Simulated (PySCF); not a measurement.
Point-charge models of `C1=C[C@H]2C[C@@H]12` (bicyclo[2.1.0]pent-2-ene) against its computed dipole.

Coordinates (PBE0-D3(BJ)/def2-SVP, Å) and charges (e) from the PBE0/pcSseg-1 density (PySCF):

```json
{"atom": "C1", "x": "0.914", "y": "0.963", "z": "-0.284", "Mulliken": "-0.0779", "IAO": "-0.1614", "Hirshfeld": "-0.0501", "ESP-fitted": "-0.2586"}
{"atom": "C2", "x": "1.270", "y": "-0.332", "z": "-0.347", "Mulliken": "-0.0778", "IAO": "-0.1615", "Hirshfeld": "-0.0502", "ESP-fitted": "-0.2379"}
{"atom": "C3", "x": "0.063", "y": "-0.790", "z": "0.445", "Mulliken": "-0.1903", "IAO": "-0.1456", "Hirshfeld": "-0.0544", "ESP-fitted": "+0.0021"}
{"atom": "C4", "x": "-1.197", "y": "-0.317", "z": "-0.240", "Mulliken": "-0.1368", "IAO": "-0.2659", "Hirshfeld": "-0.0751", "ESP-fitted": "-0.4229"}
{"atom": "C5", "x": "-0.337", "y": "0.667", "z": "0.517", "Mulliken": "-0.1902", "IAO": "-0.1456", "Hirshfeld": "-0.0543", "ESP-fitted": "-0.0005"}
{"atom": "H6", "x": "1.275", "y": "1.873", "z": "-0.770", "Mulliken": "+0.0882", "IAO": "+0.1453", "Hirshfeld": "+0.0487", "ESP-fitted": "+0.1847"}
{"atom": "H7", "x": "2.033", "y": "-0.881", "z": "-0.905", "Mulliken": "+0.0883", "IAO": "+0.1454", "Hirshfeld": "+0.0488", "ESP-fitted": "+0.1773"}
{"atom": "H8", "x": "0.045", "y": "-1.502", "z": "1.273", "Mulliken": "+0.1178", "IAO": "+0.1480", "Hirshfeld": "+0.0481", "ESP-fitted": "+0.1005"}
{"atom": "H9", "x": "-1.229", "y": "-0.272", "z": "-1.334", "Mulliken": "+0.1313", "IAO": "+0.1466", "Hirshfeld": "+0.0407", "ESP-fitted": "+0.1892"}
{"atom": "H10", "x": "-2.142", "y": "-0.600", "z": "0.240", "Mulliken": "+0.1295", "IAO": "+0.1468", "Hirshfeld": "+0.0496", "ESP-fitted": "+0.1633"}
{"atom": "H11", "x": "-0.695", "y": "1.191", "z": "1.406", "Mulliken": "+0.1178", "IAO": "+0.1480", "Hirshfeld": "+0.0481", "ESP-fitted": "+0.1029"}
```

Question: Form Σ q r in debye for every column and set it beside the full dipole.

Answer: The full density gives (-0.43, -0.12, 0.09) D, 0.45 D in size; dipole vectors point from the negative to the positive end.

```tsv
scheme	μx	μy	μz	size (D)	share of the full size (%)	angle to the full dipole (°)
Mulliken	-0.85	-0.22	-0.37	0.95	210	34
IAO	-0.50	-0.14	0.09	0.53	116	1
Hirshfeld	-0.15	-0.04	0.01	0.15	34	7
ESP-fitted	-0.41	-0.13	0.07	0.43	95	2
```

Question: Which set comes closest?

Answer: Length of the difference vector: ESP-fitted 0.03 D, IAO 0.07 D, Hirshfeld 0.30 D, Mulliken 0.63 D. Closest: ESP-fitted. 

Question: What is left for the Hirshfeld atoms' own dipoles?

Answer: The Hirshfeld atoms' densities add up to the full density, so μ = Σ q r + Σ (atomic dipoles). The atomic dipoles sum to (-0.43, -0.12, 0.09) − (-0.15, -0.04, 0.01) = (-0.28, -0.08, 0.08) D, 0.30 D in size.

Question: With the origin at the mean of the coordinates, (0.000, 0.000, 0.000) Å, which are the largest single terms, by size, of the Mulliken dipole along the direction of the full one?

Answer: H10 +1.39, H7 -0.79, H6 -0.79, C4 -0.77, H9 +0.62 D; all 11 atoms together +0.79 D. The single terms depend on the origin, their sum doesn't.

Question: Give the size of the full dipole in other units.

Answer: 0.45 D = 0.179 au = 0.095 e·Å = 1.52 × 10⁻³⁰ C·m.

Isolated species at its PBE0-D3(BJ)/def2-SVP geometry, gas phase.
